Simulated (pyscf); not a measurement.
Structures and frequencies: ωB97X-D3(BJ)/def2-SVP in PySCF. Correlated levels are frozen-core, on RHF or UHF. ΔMP2 is the change of the MP2 total energy from the triple- to the quadruple-zeta basis.

Problem. How much does it cost (ΔH, 298 K, CCSD(T)/def2-TZVPP + ΔMP2(QZVPP)) to split H₂B–NH–CH₂–CH₃ at its C–N bond into [H₂B–NH]• + •H₂C–CH₃?

Solution. C–N to [H₂B–NH]• + •H₂C–CH₃: 396.9 kJ/mol. The radicals are drawn with the spin at the cut bond; how far it spreads was not checked. H₂B–NH–CH₂–CH₃ lies 110.9 kJ/mol over its isomer H₃C–B(CH₃)–NH₂, and others may lie lower still (electronic energy, ωB97M-D3(BJ)). [H₂B–NH]• lies 34.7 kJ/mol over its isomer [HB–NH₂]•, and others may lie lower still (electronic energy, ωB97M-D3(BJ)). Other isomers of •H₂C–CH₃ were not searched in full and may lie lower. The CCSD(T) − MP2 part came from Ansatz, without density fitting, on the same reference.
